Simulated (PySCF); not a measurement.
# TDDFT excited states: CHNS

Species: isothiocyanic acid, CHNS.
SMILES with atom numbers: `[NH:1]=[C:2]=[S:3]` (hydrogens: H4 on N1)

Method used: PySCF, TDDFT wB97X-D/def2-SVPD, vertical, gas phase, core orbitals frozen in the response. Isolated species at its GFN2-xTB geometry, gas phase.

| state | E (eV) | ν̃ (cm⁻¹) | f | symmetry | main configurations (H = HOMO, L = LUMO) |
| --- | --- | --- | --- | --- | --- |
| S1 | 4.61 | 37170 | 0.0000 | – | H→L (98%) |
| S2 | 5.36 | 43260 | 0.0073 | A′ | H-1→L (59%), H→L+1 (40%) |
| S3 | 5.88 | 47410 | 0.0004 | – | H-1→L+1 (97%) |
| S4 | 7.13 | 57480 | 0.025 | A″ | H→L+2 (94%) |
| S5 | 7.41 | 59780 | 0.089 | A′ | H-1→L+2 (81%) |
| S6 | 7.79 | 62800 | 0.745 | A′ | H→L+1 (42%), H-1→L (27%), H-1→L+2 (14%) |
| S7 | 8.02 | 64690 | 0.0006 | – | H→L+3 (85%) |
| S8 | 8.38 | 67610 | 0.0007 | – | H-1→L+3 (84%) |

Triplets, Tamm–Dancoff:

```
state  E (eV)  λ (nm)  main configurations (H = HOMO, L = LUMO)
   T1    4.33   286.5                               H-1→L (93%)
   T2    4.33   286.2                                 H→L (96%)
   T3    4.99   248.7                               H→L+1 (91%)
```

The lowest singlet lies at 4.61 eV (269 nm, ultraviolet) and is dark (f under 0.0005); its leading configuration is HOMO→LUMO (98%). The strongest level in the table is S6 at 7.79 eV (159 nm, f = 0.745). Löwdin shares by element: HOMO sulfur 57%, nitrogen 22%, carbon 19%; LUMO sulfur 35%, carbon 33%, nitrogen 25%, hydrogen 8%. Orbital energies (eV): HOMO-3 -13.87, HOMO-2 -13.86, HOMO-1 -9.78, HOMO -9.45, LUMO 0.63, LUMO+1 1.55, LUMO+2 2.12. The oscillator strengths of these states sum to 0.868; summed over the whole spectrum of an exact calculation they would give the number of electrons, 30 (Thomas–Reiche–Kuhn). Weighted by f, the mean energy of these states is 7.71 eV. No computed singlet lies in the visible range (380 to 750 nm); the lowest, at 269 nm, stands 1.35 eV above its violet end (3.26 eV). Symmetry labels in Cs follow from the direction of the transition dipole and are given only for states with f of 0.002 or more. Singlets were solved by full linear response, triplets in the Tamm–Dancoff approximation.

Time: 2.5 s. Hardware: an Arm Neoverse V1 with one thread, no GPU, shared host.
